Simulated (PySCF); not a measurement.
F₂ was optimised in PySCF in the def2-SVP basis family (density fitting, no spin–orbit coupling) with several functionals.

One of them gave a singlet of D∞h symmetry with a mean bond of 1.395 Å to F, wavenumbers 1041 cm⁻¹ and a HOMO–LUMO gap of 7.35 eV.

Question: Which level of theory was it?
A. B3LYP
B. PBE0
C. PBE

Answer: A. That is B3LYP, with F–F 1.395 Å. The others give PBE 1.411 Å and 989 cm⁻¹ for the highest mode; PBE0 1.376 Å and 1080 cm⁻¹ for the highest mode.

Only the bonding shown was studied: isomers, or loss of a ligand pair, can lie lower.
